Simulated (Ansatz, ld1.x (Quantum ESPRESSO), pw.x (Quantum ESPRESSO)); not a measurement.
**rubidium (Rb) (bcc): variants of one TM potential in the solid**

rubidium, norm-conserving Troullier–Martins (Kleinman–Bylander form), made with ld1.x (Quantum ESPRESSO) 7.5 (PBEsol, scalar-relativistic). Core [Kr], reference 4d1 5s0 5p0. Waves: 5s (bound, empty): rc 3.90 bohr; 5p (bound, empty): rc 4.20 bohr; 4d (bound): rc 4.20 bohr. Local part: all-electron potential smoothed inside 3.60 bohr (lloc = -1). Core correction: a·sin(br)/r model core, default radius (core density twice the valence density).

Crystal test: bcc Rb in pw.x 7.5, no spin, 8³ k-points, Fermi–Dirac smearing 0.01 Ry, cutoffs set for each file from its atomic test. The reference is all-electron LAPW (Ansatz 0.2.0) with the same functional, mesh and smearing; V0 and B0 come from Birch–Murnaghan fits to the pressures at five volumes. Errors are pseudo minus all-electron; Δ is the rms difference of the E(V) curves that follow from these fits, minima aligned, over ±6 % about the mean V0. Mesh and smearing are coarse, so the numbers serve the comparison and aren't converged zero-temperature values; the lattice is a test structure that the element need not adopt.

All-electron: a0 = 5.579 Å (V0 = 86.80 Å³/atom), B0 = 2.9 GPa.

Base: This is a poor potential for the solid. The logarithmic derivative shows an extra or strongly shifted pseudo pole above the reference energy (s near 0.70 Ry, p near 1.71 Ry).

A dash in a converged row means that the minimum lies outside the volumes sampled.

| change | cutoffs (Ry) | pw.x | a0 (Å) | a0 error (%) | B0 error (%) | Δ (meV/atom) | mean pressure error (GPa) |
| --- | --- | --- | --- | --- | --- | --- | --- |
| base | 50/200 | converged | 5.532 | -0.83 | +11.6 | 1.4 | -0.08 |
| core correction none | 35/140 | converged | 5.556 | -0.40 | -11.7 | 0.7 | -0.03 |
| all radii but the core radius scaled by about 0.87 (s 3.38, p 3.64, d 3.64 bohr); local potential all-electron potential smoothed inside 3.12 bohr (lloc = -1) | 50/200 | converged; bound ghost | – | – | – | – | -0.15 |
| wave 4d (bound): rc 4.20 bohr becomes 4d (bound): rc 5.46 bohr | 50/200 | converged | 5.554 | -0.44 | +9.7 | 0.7 | -0.04 |
| wave 5p (bound): rc 4.20 bohr becomes 5p (bound): rc 6.02 bohr | 50/200 | converged | 5.541 | -0.67 | +11.5 | 1.1 | -0.06 |

Q: Give the row for: local potential all-electron potential smoothed inside 4.90 bohr (lloc = -1).

A: pw.x: converged; bound ghost; mean pressure error (GPa): -0.47.
